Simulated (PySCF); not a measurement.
**butanenitrile: calculation against experiment**

**The experiment to reproduce.**

From NIST CCCBDB Release 22 (SRD 101), experimental polarizabilities, for the gas: mean polarisability 8.4 Å³.

The results are set against them at the end.

Species: butanenitrile, C4H7N.
Atom-mapped SMILES: `[CH3:1][CH2:2][CH2:3][C:4]#[N:5]` (hydrogens: H6, H7, H8 on C1; H9, H10 on C2; H11, H12 on C3)

Structure used (PBE0-D3(BJ)/def2-TZVP), in Å, numbered top down from 1:
```
atom  x, y, z in Å
C1    -1.2156   -0.4829    0.5280
C2    -0.0776    0.5170    0.6099
C3     0.7612    0.5744   -0.6685
C4     1.4142   -0.6921   -0.9620
N5     1.9192   -1.7025   -1.1765
H6    -1.7913   -0.4946    1.4550
H7    -1.9003   -0.2359   -0.2878
H8    -0.8394   -1.4938    0.3540
H9     0.5775    0.2740    1.4508
H10   -0.4673    1.5218    0.7945
H11    1.5337    1.3445   -0.5919
H12    0.1330    0.8364   -1.5259
```

The PySCF runs (gas phase, on this PBE0-D3(BJ)/def2-TZVP geometry; no spin–orbit coupling):

```json
{"level": "CAM-B3LYP/aug-cc-pVTZ", "job": "10 singlets by full TDDFT, 4 Tamm–Dancoff triplets, polarisability", "basis functions": "391"}
{"level": "PBE0/aug-cc-pVTZ", "job": "10 singlets by full TDDFT, 4 Tamm–Dancoff triplets, polarisability, dynamic polarisability", "basis functions": "391"}
{"level": "wB97X-D/aug-cc-pVTZ", "job": "10 singlets by full TDDFT, 4 Tamm–Dancoff triplets, polarisability, ΔSCF ions", "basis functions": "391"}
```

Results beside the measurements:

**Mean polarisability.** Measured: 8.4 Å³ (NIST CCCBDB Release 22 (SRD 101), experimental polarizabilities).

```
                level  computed (Å³)  computed − measured (Å³)  % (from the printed values)
CAM-B3LYP/aug-cc-pVTZ           7.87                     -0.53                           -6
     PBE0/aug-cc-pVTZ           7.92                     -0.48                           -6
  wB97X-D/aug-cc-pVTZ           7.88                     -0.52                           -6
```

Closest is PBE0/aug-cc-pVTZ (-0.48 Å³), furthest CAM-B3LYP/aug-cc-pVTZ (-0.53 Å³); one molecule doesn't rank methods. All 3 levels lie below the measurement. The computed values are static and purely electronic, with core orbitals frozen in the response (1 au = 0.148185 Å³). The table of measured values doesn't say here whether a value is static or optical, or holds a vibrational part. The measurement averages over conformers, the calculation has one.

The geometry is computed, not the measured one. Where a level misses, the cause wasn't examined.
